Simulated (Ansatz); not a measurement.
## CHCl3, singlet: the ladder up to RCCSDT(Q)

Geometry: MP2(full)/6-31G*, from the G2/97 set.

```tsv
atom	x (Å)	y (Å)	z (Å)
C	0.0000	0.0000	0.4675
H	0.0000	0.0000	1.5534
Cl	0.0000	1.6817	-0.0675
Cl	1.4564	-0.8409	-0.0675
Cl	-1.4564	-0.8409	-0.0675
```

Basis 6-31G* (Cartesian d functions); Ansatz 0.2.0. Only valence electrons are correlated (noble-gas cores frozen), which leaves 26 electrons in 58 orbitals. R marks a restricted (for open shells ROHF) determinant. Active spaces: frontier = (8e, 8o) about the gap.

Full CI isn't at hand for all of this; RCCSDT(Q) serves as the reference, and is uncertain by about the last step of the cluster series.

* UHF ⟨S²⟩: 0.000
* T1 diagnostic (RCCSD): 0.0085
* largest doubles amplitude (RCCSD): 0.042

```csv
level,E − E(RCCSDT(Q)) (kcal/mol),share of correlation (%),wall time
RHF,366.28,0.00,–
RMP2,36.96,89.91,–
CISD,62.03,83.06,14 s
RCCSD,11.68,96.81,–
RCCSD(T),1.14,99.69,2.1 s
BCCD(T),1.04,99.72,2.4 s
RCCSDT,0.63,99.83,–
CASSCF (frontier space),307.27,16.11,–
NEVPT2 (frontier space),42.01,88.53,7 s
NEVPT4(SD) (frontier space),4.78,98.70,6 s (H100)
MRCISD (frontier space),44.27,87.91,–
MRCISD+Q (frontier space),7.20,98.03,5 s (H100)
```

The correlation energy at RCCSDT(Q), counted from RHF, is -15.883 eV. That run took 8 s on 2 threads of AMD EPYC 7R13 with a shared H100 80 GB, shared host.

Times hold each run's SCF and search for its determinant on a shared host, so for small cases they say little of a method's own cost; rows without a card ran on 1 thread of AMD EPYC 7R13.

Atomization energy (electronic, same basis, no zero-point term; atoms at the same level, unrestricted beside the R rows where the molecule is a closed shell, with restricted open-shell steps beyond CCSDT(Q)) at RCCSDT(Q): 1285.3 kJ/mol. Errors of other levels:

| level | error (kJ/mol) |
| --- | --- |
| RHF | -375.4 |
| RMP2 | 42.8 |
| CISD | -213.6 |
| RCCSD | -31.2 |
| RCCSD(T) | -1.4 |
| BCCD(T) | -0.8 |
| RCCSDT | -2.0 |

This basis is far from its limit, so the value isn't to be set against a measured one. Truncated CI isn't size-consistent, which counts against it in atomization.
